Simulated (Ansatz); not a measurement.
**C2H3FS2: basis-set convergence**

The task here is to estimate one member of a computed series from the others.

Computed with Ansatz 0.2.0, Gaussian basis. Level: one geometry, several basis sets.

Levels to be run: PBE0-D4/def2-SVP; ωB97M-V/def2-SVP; PBE0-D4/def2-QZVPP; ωB97M-V/def2-QZVPP; the functionals' def2-TZVPP values are taken from earlier runs.

### Structure used throughout

The geometry comes from an earlier relaxation with PBE0-D4 in a triple-zeta def2 set; it is a stationary point, not always the lowest conformer.

SMILES `FC1SCS1`, 8 atoms, charge 0, spin multiplicity 1.

Atoms are counted from 1 here; the program's logs count them from 0.

Bond lengths: F1–C2 1.369 Å, C2–S3 1.806 Å, C2–S5 1.806 Å, C2–H6 1.090 Å, S3–C4 1.814 Å, C4–S5 1.814 Å, C4–H7 1.088 Å, C4–H8 1.089 Å. Angles: F1–C2–S3 113.5°, F1–C2–S5 113.5°, F1–C2–H6 106.7°, S3–C2–S5 94.9°, S3–C2–H6 114.1°, S5–C2–H6 114.1°, C2–S3–C4 85.0°, S3–C4–S5 94.4°, S3–C4–H7 112.1°, S3–C4–H8 113.3°, S5–C4–H7 112.1°, S5–C4–H8 113.3°, H7–C4–H8 110.7°, C2–S5–C4 85.0°.

Coordinates:

| atom | x (Å) | y (Å) | z (Å) |
| --- | --- | --- | --- |
| F1 | -1.9276 | 0.2506 | 1.0536 |
| C2 | -0.7163 | 0.7110 | 0.6135 |
| S3 | 0.6735 | -0.3308 | 1.1084 |
| C4 | 0.8118 | -0.7130 | -0.6591 |
| S5 | -0.4589 | 0.4806 | -1.1593 |
| H6 | -0.6365 | 1.7465 | 0.9441 |
| H7 | 1.7920 | -0.4581 | -1.0574 |
| H8 | 0.5542 | -1.7440 | -0.8994 |

The first run:

in.yaml

```yaml
crystal:
  periodic: [false, false, false]
  atoms:
    - {symbol: F, position_ang: [-1.927623, 0.250627, 1.053635]}
    - {symbol: C, position_ang: [-0.716323, 0.710998, 0.613459]}
    - {symbol: S, position_ang: [0.673476, -0.330801, 1.108417]}
    - {symbol: C, position_ang: [0.811758, -0.713024, -0.659127]}
    - {symbol: S, position_ang: [-0.458942, 0.480551, -1.159256]}
    - {symbol: H, position_ang: [-0.636481, 1.746534, 0.944092]}
    - {symbol: H, position_ang: [1.792030, -0.458111, -1.057444]}
    - {symbol: H, position_ang: [0.554203, -1.743972, -0.899374]}
basis:
  gaussian: {orbitals: def2-SVP}
hamiltonian: {xc: pbe0, dispersion: d4}
output: {orbitals: {seedname: orbitals}}
```

Command:

```console
$ ansatz run in.yaml --threads 2 --pin off --events-out ev --progress --plain --max-ram 4352MiB
```

Among the steps run: PBE0-D4 in def2-SVP; ωB97M-V in def2-SVP; PBE0-D4 in def2-QZVPP; ωB97M-V in def2-QZVPP.

One of the session's tables, all rows but one given; the rest of the session is left out.

It belongs to the step «Density functionals: the series». 

| functional | basis | HOMO (eV) |
| --- | --- | --- |
| PBE0-D4 | def2-SVP | ? |
| PBE0-D4 | def2-TZVPP | -7.30 |
| PBE0-D4 | def2-QZVPP | -7.34 |
| ωB97M-V | def2-SVP | -9.42 |
| ωB97M-V | def2-TZVPP | -9.52 |
| ωB97M-V | def2-QZVPP | -9.56 |

Q: Estimate the row for PBE0-D4, def2-SVP from the others.

**Answer.** HOMO (eV): -7.24. In the column «HOMO (eV)» it is the highest.
